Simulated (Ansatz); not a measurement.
**A cut through the energy surface**

MgH2SO (SMILES [OH][Mg][SH]), closed shell, at its PBE0-D4/def2-TZVP minimum:

O1  (-1.217, -1.289, 0.407)
Mg2  (-0.201, 0.032, -0.151)
S3  (1.077, 1.794, -0.841)
H4  (-1.667, -2.115, 0.510)
H5  (2.058, 1.505, 0.033)
(Å)

The bond length S3–H5 (1.345 Å at the minimum) is set to the values below, with the rest relaxed at PBE0-D4/def2-TZVP at each step. Each method's energies count from its own value at the PBE0-D4 minimum structure. Computed with Ansatz 0.2.0 (basis: def2-TZVPP); correlated methods freeze the cores. The outer core shell of Li, Na, Mg and K is correlated. The def2 sets are not built for correlating such inner shells, so the correlated values are less sure here. B3LYP uses VWN-RPA correlation.

```json
{"bond length (Å)": "1.103", "CCSD(T) (kJ/mol)": "?", "HF (kJ/mol)": "108.2", "wB97M-V (kJ/mol)": "111.8", "PBE0-D4 (kJ/mol)": "114.8"}
{"bond length (Å)": "1.160", "CCSD(T) (kJ/mol)": "?", "HF (kJ/mol)": "54.4", "wB97M-V (kJ/mol)": "57.9", "PBE0-D4 (kJ/mol)": "59.9"}
{"bond length (Å)": "1.243", "CCSD(T) (kJ/mol)": "14.6", "HF (kJ/mol)": "12.2", "wB97M-V (kJ/mol)": "14.6", "PBE0-D4 (kJ/mol)": "15.5"}
{"bond length (Å)": "1.340", "CCSD(T) (kJ/mol)": "0.0", "HF (kJ/mol)": "-0.1", "wB97M-V (kJ/mol)": "0.0", "PBE0-D4 (kJ/mol)": "0.0"}
{"bond length (Å)": "1.447", "CCSD(T) (kJ/mol)": "11.4", "HF (kJ/mol)": "14.9", "wB97M-V (kJ/mol)": "11.6", "PBE0-D4 (kJ/mol)": "11.1"}
{"bond length (Å)": "1.563", "CCSD(T) (kJ/mol)": "41.8", "HF (kJ/mol)": "50.5", "wB97M-V (kJ/mol)": "42.7", "PBE0-D4 (kJ/mol)": "41.9"}
{"bond length (Å)": "1.686", "CCSD(T) (kJ/mol)": "83.2", "HF (kJ/mol)": "98.9", "wB97M-V (kJ/mol)": "86.1", "PBE0-D4 (kJ/mol)": "85.0"}
{"bond length (Å)": "1.815", "CCSD(T) (kJ/mol)": "129.3", "HF (kJ/mol)": "153.8", "wB97M-V (kJ/mol)": "135.8", "PBE0-D4 (kJ/mol)": "134.0"}
{"bond length (Å)": "1.950", "CCSD(T) (kJ/mol)": "?", "HF (kJ/mol)": "210.4", "wB97M-V (kJ/mol)": "187.4", "PBE0-D4 (kJ/mol)": "185.1"}
```

Question: Fill in the withheld CCSD(T) values. (An estimate is asked for; the value comes from the calculation.)

Answer: The calculation gives: 112.1 kJ/mol at 1.103 Å; 58.0 kJ/mol at 1.160 Å; 175.5 kJ/mol at 1.950 Å. These count from the CCSD(T) energy at the PBE0-D4 minimum.

Minimum and curvature along this coordinate at CCSD(T): A fifth-order fit through the nearest points gives 1.342 Å, with a curvature of about 26 eV/Å².

Largest difference from the CCSD(T) curve over the scan: PBE-D4 9.5; r2SCAN-D4 4.9; B3LYP-D4 1.6; MP2 20.2 kJ/mol. Each curve counts from its own value at the minimum.

The T1 diagnostic stays at or below 0.014. The restricted Hartree–Fock reference is unstable towards an unrestricted one at one or more of these structures.

For scale, one of the runs: CCSD(T)/def2-TZVPP, 133 basis functions (an equivalent command: `ansatz run in.yaml --threads 2`). Time: 9.5 s of wall clock on 2 CPU threads; the host was shared. Peak host memory: 0.76 GiB.
